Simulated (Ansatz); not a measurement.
# C2HO− (SMILES C#C[O-]): functionals against CCSD(T) at one geometry

One table from this session's results is given with a row withheld; the runs are named, their logs left out.

Program: Ansatz 0.2.0, Gaussian basis. Level of theory: single points in def2-TZVPPD. These are calculated values, not measurements.

Correlated methods freeze the cores.

1 further run of the same task is left out (it didn't finish).

## Where the work starts

SMILES `C#C[O-]`, 4 atoms, charge -1, spin multiplicity 1.

Atoms are counted from 1 here; the program's logs count them from 0.

Bond lengths: C1–C2 1.315 Å, C1–H4 1.037 Å, C2–O3 1.194 Å. Angles: C2–C1–H4 121.6°, C1–C2–O3 162.9°.

As a file:

```
C    -0.5354    0.4853   -0.1319
C     0.2999   -0.4720    0.2069
O     1.1177   -1.1207    0.7876
H    -0.7004    0.7361   -1.1243
```

Set-up of the first run:

File run/in.yaml:

```yaml
crystal:
  periodic: [false, false, false]
  atoms:
    - {symbol: C, position_ang: [-0.535351, 0.485286, -0.131920]}
    - {symbol: C, position_ang: [0.299923, -0.472042, 0.206947]}
    - {symbol: O, position_ang: [1.117656, -1.120663, 0.787632]}
    - {symbol: H, position_ang: [-0.700388, 0.736141, -1.124264]}
basis:
  gaussian: {orbitals: "def2-TZVPPD.json"}
total_charge: -1
hamiltonian: {xc: pbe, dispersion: d4}
output: {forces: true}
```

The basis file named in the input lies beside it (Basis Set Exchange, JSON).

Command:

```bash
ansatz run in.yaml --threads 2 --pin off --events-out ev --progress --plain --max-ram 3481MiB
```

Among the steps run: PBE-D4/def2-TZVPPD; r2SCAN-D4/def2-TZVPPD; PBE0-D4/def2-TZVPPD; wB97M-V/def2-TZVPPD; CCSD(T)/def2-TZVPPD.

One of the session's tables, all rows but one given; the rest of the session is left out.

```
   method  RMS force component (eV/Å)  angle to CCSD(T) forces (°)
   PBE-D4                       1.660                          2.1
r2SCAN-D4                       1.574                          9.2
  PBE0-D4                           ?                            ?
  wB97M-V                       1.655                         14.1
  CCSD(T)                       1.571                    reference
```

Q: Estimate the row for PBE0-D4 from the others.

The run gave: RMS force component (eV/Å): 1.608; angle to CCSD(T) forces (°): 15.2. In the column «RMS force component (eV/Å)» it lies between r2SCAN-D4 (1.574) and wB97M-V (1.655).

Caveats from the session: The anion's highest level is positive in at least one run, so there the basis alone may hold the extra electron.
